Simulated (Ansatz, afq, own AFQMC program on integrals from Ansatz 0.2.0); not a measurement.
## BH2⁺, singlet in cc-pVDZ, levels against full CI

```xyz
3

B     0.0000    0.0000    0.4903
H     0.0000    0.0000   -2.1597
H     0.0000    0.0000    1.6695
```

Basis cc-pVDZ. Only valence electrons are correlated. Ansatz 0.2.0 and our own AFQMC program on the same integrals; the CISD trial comes from CCSD amplitudes, and released means the phaseless constraint is let go. Error bars are statistical, one sigma.

Determinant: UHF, the one that the program's search chose, which needn't be the lowest solution. The geometry is a point of a scan.

Full CI on the same integrals is exact in this basis and with this determinant's frozen core.

Cautions: strong correlation (T1 0.110, weight of the determinant 0.71, largest double 0.42); unrestricted determinant spin contaminated (⟨S²⟩ 0.89 against 0.00); the CCSDT(Q) amplitudes may be one of several solutions (largest double 0.62); the released energies are still falling, so no released level is given (meV from the phaseless value at times in 1/Eh: 2.8 ± 2.2 at 0.24, -0.8 ± 1.7 at 0.51, -4.5 ± 2.2 at 0.99, -5.6 ± 1.9 at 1.62, -12.7 ± 2.2 at 2.40); the ph-AFQMC/CISD walk drifts between its halves (2.2 errors).

```
T1 diagnostic                               : 0.1105
weight of the determinant in the CISD state : 0.711
⟨S²⟩ of the determinant                     : 0.895
size of the correlated space                : 4 electrons in 23 orbitals
```

Reference: full CI, correlation energy -1.662 eV. The cautions show a poor starting determinant, so the rows tell how each method copes with it here, and full CI is the sure value.

```json
{"level": "HF", "E − E(reference) (kJ/mol)": "160.4", "share of correlation (%)": "0.00"}
{"level": "MP2", "E − E(reference) (kJ/mol)": "73.5", "share of correlation (%)": "54.17"}
{"level": "CCSD", "E − E(reference) (kJ/mol)": "13.3", "share of correlation (%)": "91.69"}
{"level": "CCSD(T)", "E − E(reference) (kJ/mol)": "7.1", "share of correlation (%)": "95.56"}
{"level": "CCSDT", "E − E(reference) (kJ/mol)": "0.7", "share of correlation (%)": "99.59"}
{"level": "CCSDT(Q)", "E − E(reference) (kJ/mol)": "0.1", "share of correlation (%)": "99.96"}
{"level": "ph-AFQMC/CISD", "E − E(reference) (kJ/mol)": "2.5 ± 0.3", "share of correlation (%)": "98.44"}
```

CCSDT and higher add their correlation energy to the determinant of the CCSD(T) run, since their own runs factorise the integrals more tightly (a shift of under 2 meV). A walk keeps the symmetry of its determinant, which the program's search chose and which needn't be the lowest solution, so a lower state of the same spin and another symmetry isn't excluded.
